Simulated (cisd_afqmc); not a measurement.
Input (AFQMC/CISD/aug-cc-pVDZ; cisd_afqmc is a phaseless AFQMC code with CISD trial states that reads the integrals written by Ansatz):

Ansatz 0.2 input:
```python
import cisd_afqmc

open("ham.yaml", "w").write("""\
crystal:
  periodic: [false, false, false]
  atoms:
    - {symbol: C, position_ang: [-0.00000000, -0.00000000, -0.00000000]}
    - {symbol: H, position_ang: [0.00360111, 1.07859343, -0.02702022]}
    - {symbol: H, position_ang: [0.93257816, -0.54247981, 0.01097634]}
    - {symbol: H, position_ang: [-0.93617928, -0.53611362, 0.01604388]}
basis:
  gaussian:
    orbitals: aug-cc-pVDZ
magnetization: {spin_polarized: true, initial_magnetization: 1}
correlation: {method: ccsd, electrons: outside_noble_gas, hamiltonian_folder: ham}
""")
rep = cisd_afqmc.ansatz("ham.yaml")
e_ccsd = rep["correlation"]["coupled_cluster"]["energy"]["hartree"]
out = cisd_afqmc.run("ham", e_ccsd, trial="CISD", walkers=200, populations=8, threads=8, dt=0.005, steps=40, early=24, settle=10, least=32,
    cut=5e-5, rank_cut=2e-4, target=0.0004, seconds=1500, seed=1, memory=12960, gpu=False)
```

Output:

```
orbitals 49, occupied [4, 3], factors 267 of 489, rank of the doubles 125 of 318
E(HF) = -39.565813
E(CCSD) on the cut factors = -39.721009, shift to the whole factors -0.000015
Energy of the trial state on the determinant = -39.720964
  tau behind 7.2 of longer steps, mean of the populations' last blocks
   2.0  -39.72463
   4.0  -39.72505
   6.0  -39.72524
   8.0  -39.72465
blocks 358 (0 outliers left out), error by blocks joined: 1: 0.00006, 2: 0.00007, 4: 0.00008, 8: 0.00008, 16: 0.00007
E(AFQMC/CISD) = -39.72502 +/- 0.00008
```
